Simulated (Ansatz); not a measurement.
Geometry optimisation, RKS B3LYP-D4/def2-SVP in Ansatz 0.2.0.

input.yaml

```yaml
crystal:
  periodic: [false, false, false]
  atoms:
    - { symbol: Al, position_ang: [-0.58233, 0.061169, -1.267246] }
    - { symbol: "N", position_ang: [0.525461, 1.42487, -0.639011] }
    - { symbol: H, position_ang: [0.108551, -1.159358, -1.992938] }
    - { symbol: H, position_ang: [-2.137951, 0.251017, -1.071658] }
    - { symbol: H, position_ang: [0.393363, 0.052214, 1.23621] }
    - { symbol: P, position_ang: [0.103891, -1.040326, 2.070031] }
    - { symbol: H, position_ang: [0.199889, 2.297039, -0.230864] }
    - { symbol: H, position_ang: [1.533924, 1.446654, -0.764033] }
    - { symbol: H, position_ang: [0.935825, -1.940776, 1.325838] }
    - { symbol: H, position_ang: [-1.080523, -1.392403, 1.333771] }
basis:
  gaussian: { orbitals: def2-SVP }
hamiltonian:
  xc: b3lyp
  dispersion: d4
relax:
  f_tol: 0.03
  max_steps: 50
```

Launched with:

```bash
$ ansatz run input.yaml --threads 2 --pin off --max-ram 3072MiB --backend cpu --events-out ev --progress --plain --runs-dir out
```

Q: Where does it end, and by what steps?

A: The run converged. After 15 steps the energy has fallen by 0.144 eV; H9 moved furthest, 0.45 Å.

```tsv
step	energy less start (eV)	largest force component (eV/Å)	accepted
0	0.0000	1.197	yes
1	-0.1064	0.705	yes
2	-0.1291	0.416	yes
3	-0.1247	0.675	no
4	-0.1372	0.057	yes
5	-0.1394	0.062	yes
6	-0.1412	0.061	yes
7	-0.1420	0.035	yes
8	-0.1425	0.067	yes
9	-0.1428	0.049	yes
10	-0.1430	0.033	yes
11	-0.1431	0.032	yes
12	-0.1433	0.046	yes
13	-0.1434	0.035	yes
14	-0.1435	0.035	yes
15	-0.1436	0.029	yes
```

```xyz
10
Properties=species:S:1:pos:R:3
Al -0.437 0.100 -1.231
N 0.490 1.570 -0.853
H 0.342 -1.123 -1.863
H -1.999 0.126 -0.977
H 0.514 -0.090 1.559
P 0.107 -1.327 2.151
H 0.100 2.426 -0.466
H 1.491 1.682 -0.989
H 0.608 -2.111 1.064
H -1.215 -1.252 1.606
```

The run took 24 s on 2 threads of Arm Neoverse V2, on a shared host, peak memory 0.16 GiB.
